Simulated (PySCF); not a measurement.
## Vibration and rotation of NaN⁺

UHF-CCSD(T) constants of NaN⁺, ⁴Σ⁻ (quartet), unpaired electrons σ ↑, π ↑↑ (Na def2-SVP, N def2-SVP; no relativity (PySCF 2.14); masses 22.9898 and 14.0031 u):

- ωe: 135.9 cm⁻¹
- ωexe: 4.5 cm⁻¹
- Be: 0.26171 cm⁻¹
- αe: 0.00974 cm⁻¹
- De to Na⁺ + N: 0.148 eV

Q: What force constant and bond length do these constants imply?

A: Reduced mass μred = 8.7024 u; k = 5.8918×10⁻⁷·μred·ωe² (u, cm⁻¹, mdyn/Å) = 0.0947 mdyn/Å; Re = √(16.8576/(μred·Be)) (u, cm⁻¹, Å) = 2.721 Å.

Q: Estimate the centrifugal constant D from the Kratzer relation and find the Dunham coefficient a1.

A: D = 4Be³/ωe² = 3.88e-06 cm⁻¹; a1 = −1 − αeωe/(6Be²) = -4.22.

Correlated steps freeze 2 core orbitals. The bond is weak. Basis-set superposition, not corrected here, can be much of De in a small basis, most of all at correlated wavefunction levels. For an ion De counts to the pair picked by the measured ionisation energies or electron affinities, which need not be the lowest pair at this level. The state is the lowest determinant that a PBE0 search found; another state may lie lower at other levels.
